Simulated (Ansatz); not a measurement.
A nudged elastic band was laid between two geometries of BFH₄O (7 atoms, charge 0, multiplicity 1).

Level of theory: RKS PBE-D4/cc-pVDZ (Ansatz).

| Property | Result |
| --- | --- |
| movable images | 5 |
| climbing image | yes |
| spring | 5.0 eV/Å² |
| optimiser | quadratic models (default) |
| start path | through a guess of the saddle point |
| force threshold | 0.5 eV/Å |
| iteration limit | 60 |
| end points | relaxed |

First end point:

```xyz
7
Properties=species:S:1:pos:R:3
B 0.045 0.044 0.121
H 0.190 0.668 1.166
H 0.934 0.035 -0.721
F -1.257 0.023 -0.386
O 0.204 -1.596 0.739
H -0.060 -2.169 -0.014
H -0.534 -1.693 1.380
```

Last end point:

```xyz
7
Properties=species:S:1:pos:R:3
B -0.093 -0.305 -0.989
H 0.419 -0.847 3.400
H 0.658 0.634 -1.113
F -0.873 -0.702 -2.022
O -0.149 -0.959 0.202
H -0.794 -1.696 0.174
H 0.353 -0.812 2.633
```

Question: What changes between the two ends?

Answer: Bonds broken: B1–H2, O5–H7. Bonds formed: H2–H7. BFH4O becomes BFH2O + H2.

Question: What energy profile does the band end with?

Answer: It converged. The highest image is number 2 of 0 to 6, 0.77 eV above the first end and 1.70 eV above the last; the last end lies 0.93 eV below the first. The threshold of 0.5 eV/Å is loose, so the images may lie well off the minimum-energy path. Neighbouring images differ by up to 1.5 eV, so the band resolves the path poorly. The order of the stationary point at the top wasn't checked. The orbitals stay closed-shell, which can raise the energy where a bond breaks towards radicals; this wasn't checked here.

```csv
image,path coordinate (Å),energy (eV),B1–H2 (Å),O5–H7 (Å),H2–H7 (Å)
0,0.00,0.00,1.23,0.98,2.48
1,0.93,0.02,1.23,0.98,2.14
2,1.87,0.77,1.39,1.28,1.06
3,2.97,-0.78,2.39,2.30,0.77
4,4.07,-0.91,3.42,2.63,0.77
5,5.18,-0.92,4.02,2.51,0.77
6,6.29,-0.93,4.45,2.49,0.77
```

Question: What is the geometry of the highest image?

Answer: 
```xyz
7
Properties=species:S:1:pos:R:3
B 0.047 -0.245 0.019
H -0.121 0.163 1.335
H 1.043 0.302 -0.407
F -1.159 -0.078 -0.630
O 0.281 -1.757 0.402
H -0.592 -2.189 0.267
H 0.023 -0.884 1.299
```

Time of the run: 110 s on 1 thread of Arm Neoverse V1, with other jobs on the host, peak memory 0.1 GiB.
